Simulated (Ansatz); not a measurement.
Breaking a bond in H2S (hydrogen sulfide)

H2S: 3 atoms, total charge 0, spin state singlet. As SMILES, `S`. Geometry: relaxed at PBE0-D4/def2-TZVP.

| atom | x (Å) | y (Å) | z (Å) |
| --- | --- | --- | --- |
| S | 0.4955 | -0.2806 | 0.2439 |
| H | 0.0979 | 0.9977 | 0.1624 |
| H | -0.5934 | -0.7171 | -0.4063 |

The S1–H3 distance is scanned; the parts on either side stay rigid. Basis 6-31G(d), 5 core orbitals frozen in the correlated methods; program Ansatz 0.2.0. FCI is exact within this basis and core. Energies in eV from each method's value at 1.341 Å; methods without a U are spin-restricted. The shape above is that at 1.341 Å.

```csv
distance (Å),HF,SVWN5,PBE,r2SCAN,BHLYP,r2SCAN0,B2PLYP,FCI
1.341,0.00,0.00,0.00,0.00,0.00,0.00,0.00,0.00
1.677,1.06,0.74,0.75,0.83,0.95,0.92,0.87,0.79
2.012,2.60,1.99,1.99,2.14,2.38,2.31,2.19,1.93
2.682,5.17,3.94,3.89,4.15,4.65,4.50,4.14,3.19
3.353,6.83,4.99,4.87,5.21,5.99,5.72,4.98,3.50
```

Departure from the FCI curve at its largest: HF +3.33 eV at 3.35 Å; SVWN5 +1.49 eV at 3.35 Å; PBE +1.38 eV at 3.35 Å; r2SCAN +1.71 eV at 3.35 Å; BHLYP +2.49 eV at 3.35 Å; r2SCAN0 +2.23 eV at 3.35 Å; B2PLYP +1.48 eV at 3.35 Å. Restricted functionals keep the electrons paired too, and rise too high. Restricted Hartree–Fock keeps the electrons paired, so it rises far too high as the bond breaks.
